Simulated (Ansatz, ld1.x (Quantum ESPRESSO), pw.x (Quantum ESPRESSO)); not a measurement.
**pw.x on diamond Cs: one setting changed**

Potential: PAW, ld1.x (Quantum ESPRESSO) 7.5, PBEsol; core [Kr] 4d10, reference 5s2 5p6 5d0 6s1 6p0; waves: 5s (bound): rcut 2.25, rcutus 2.40 bohr; 6s (bound): rcut 2.25, rcutus 2.40 bohr; 5p (bound): rcut 3.55, rcutus 3.85 bohr; 6p (bound, empty): rcut 3.55, rcutus 3.85 bohr; 5d (bound, empty): rcut 3.30, rcutus 4.30 bohr; 5d channel at 0.35 Ry: rcut 3.30, rcutus 4.30 bohr; local part: all-electron potential smoothed inside 3.55 bohr (lloc = -2); core correction: Bessel-smoothed model core inside 2.40 bohr; augmentation: BESSEL, radius 2.00 bohr.

The reference run (k-mesh 8³, cutoffs 40/320 Ry, Fermi–Dirac 0.01 Ry, mixing_beta 0.4, conv_thr 1e-9, no spin) gives -0.00 GPa at 170.675 Å³/atom, where all-electron LAPW gives -0.00 GPa. This run, with its own iteration cap, changes nbnd to 12.

```
&control
  calculation='scf', prefix='x', pseudo_dir='./', outdir='./tmp', tstress=.true., disk_io='none'
/
&system
  ibrav=0, nat=2, ntyp=1, ecutwfc=40, ecutrho=320, nbnd=12,
  occupations='smearing', smearing='fd', degauss=0.01
/
&electrons
  conv_thr=1e-09, mixing_beta=0.4, electron_maxstep=70
/
ATOMIC_SPECIES
Cs 1.0 Cs.UPF
CELL_PARAMETERS angstrom
  0.00000000 5.54698047 5.54698047
  5.54698047 0.00000000 5.54698047
  5.54698047 5.54698047 0.00000000
ATOMIC_POSITIONS crystal
Cs 0.0000 0.0000 0.0000
Cs 0.2500 0.2500 0.2500
K_POINTS automatic
8 8 8 0 0 0
```

```bash
pw.x < Cs.scf.in > Cs.scf.out
```

Problem. How does the run end?

Solution. It converges in 13 iterations; the free energy moves by +0.0 meV/atom and the pressure by +0.00 GPa. The result is that of the reference run.

```
Message from routine setup:
     using ibrav=0 with symmetry is DISCOURAGED, use correct ibrav instead
     lattice parameter (alat)  =      14.8242  a.u.
     unit-cell volume          =    2303.5440 (a.u.)^3
     number of electrons       =        18.00
     number of Kohn-Sham states=           12
     kinetic-energy cutoff     =      40.0000  Ry
     charge density cutoff     =     320.0000  Ry
     scf convergence threshold =      1.0E-09
     Exchange-correlation= SLA  PW   PSX  PSC
     number of k points=    29  Fermi-Dirac smearing, width (Ry)=  0.0100
     iteration #  1     ecut=    40.00 Ry     beta= 0.40
     total energy              =    -818.87219322 Ry
     estimated scf accuracy    <       0.00886371 Ry
     iteration #  2     ecut=    40.00 Ry     beta= 0.40
     total energy              =    -818.87141494 Ry
     estimated scf accuracy    <       0.00261933 Ry
     iteration #  3     ecut=    40.00 Ry     beta= 0.40
     total energy              =    -818.87161008 Ry
     estimated scf accuracy    <       0.00003458 Ry
     [... 7 iterations left out ...]
     iteration # 11     ecut=    40.00 Ry     beta= 0.40
     total energy              =    -818.87174577 Ry
     estimated scf accuracy    <          4.8E-09 Ry
     iteration # 12     ecut=    40.00 Ry     beta= 0.40
     total energy              =    -818.87174577 Ry
     estimated scf accuracy    <          3.5E-09 Ry
     iteration # 13     ecut=    40.00 Ry     beta= 0.40
     the Fermi energy is     0.5836 ev
!    total energy              =    -818.87174577 Ry
     estimated scf accuracy    <          8.2E-13 Ry
     smearing contrib. (-TS)   =      -0.00980620 Ry
     The total energy is F=E-TS. E is the sum of the following terms:
     one-electron contribution =     -48.72669326 Ry
     hartree contribution      =      34.39492817 Ry
     xc contribution           =     -15.32847563 Ry
     ewald contribution        =     -41.62557146 Ry
     one-center paw contrib.   =    -747.57612740 Ry
     convergence has been achieved in  13 iterations
          total   stress  (Ry/bohr**3)                   (kbar)     P=       -0.01
     Message from routine punch:
     Nothing written, as per user request (disk_io='none')
```

The run took about 1.9 min on one core of a shared host (Neoverse-V2, 96 threads, 371 GiB, load 46).
